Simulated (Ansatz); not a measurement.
This Ansatz (a program for electronic structure) input (CCSD(T)/cc-pVQZ) gives -100.40514 Eh with 85 basis functions. A basis named .json is the Basis Set Exchange file of that set (core-valence sets with the plain set on hydrogen).

Ansatz 0.2 input:
```yaml
crystal:
  periodic: [false, false, false]
  atoms:
    - {symbol: F, position_ang: [-0.00000000, -0.00000000, -0.09245367]}
    - {symbol: H, position_ang: [0.00000000, 0.00000000, 0.83208299]}
basis:
  gaussian:
    orbitals: cc-pVQZ
magnetization: {spin_polarized: false}
correlation: {method: ccsd_t, frozen_orbitals: {F: 0, H: 0}}
```

Change:
```diff
- orbitals: cc-pVQZ
+ orbitals: cc-pCVDZ.json
```

Question: What does the run give now?

Answer: -100.27042 Eh (CCSD(T)/cc-pCVDZ, 23 functions), a change of +134.72 mEh.
